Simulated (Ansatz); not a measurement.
Ideal-gas functions of `O=CSC=S` at 298.15 K and 1 bar, from an Ansatz frequency run at PBE0-D4/def2-TZVP.

Molar mass 106.17 g/mol, point group Cs (symmetry number 1), electronic degeneracy 1, moments of inertia 54.081, 305.967, 360.048 u Å². Harmonic wavenumbers (cm⁻¹, unscaled): 136, 156, 200, 307, 525, 709, 788, 844, 939, 1101, 1281, 1369, 1803, 2981, 3123.

Use S(trans) = R[1.5 ln M + 2.5 ln T − 1.1517]; rotational temperatures θ = 24.2544 K / I; S(rot) = R[ln(√π/σ · √(T³/θAθBθC)) + 1.5]; for each mode x = 1.438777 ν̃/T, S = R[x/(eˣ − 1) − ln(1 − e⁻ˣ)] and H = RT x/(eˣ − 1); 1 cm⁻¹ = 0.0119627 kJ/mol; R = 8.31446 J/(mol·K).

**Question.** By hand: the entropy, in J/(mol·K).

**Answer.** Translation 167.0. Rotation: θ = 0.4485, 0.0793, 0.0674 K, giving 113.4. Vibration, mode by mode: 11.96, 10.87, 8.92, 5.77, 2.50, 1.24, 0.91, 0.73, 0.50, 0.26, 0.12, 0.09, 0.01, 0.00, 0.00, in all 43.9. Electronic 0.0. Sum 324.3 J/(mol·K).

**Question.** By hand: H − E and G − E in kJ/mol, counted from the electronic energy.

**Answer.** Zero-point energy ½ × 16262 × 0.0119627 = 97.3; thermal vibration 7.4; translation, rotation and pV give 4 RT = 9.9. H − E = 114.6 kJ/mol, and G − E = 114.6 − 298.15 × 324.3/1000 = 17.9 kJ/mol.

Vibration gives 14 % of the entropy, 12.0 J/(mol·K) of it from the mode under 150 cm⁻¹: soft modes count most, and the harmonic formula is weakest for them. The sum counts one conformer and one mirror image; others add a mixing term.
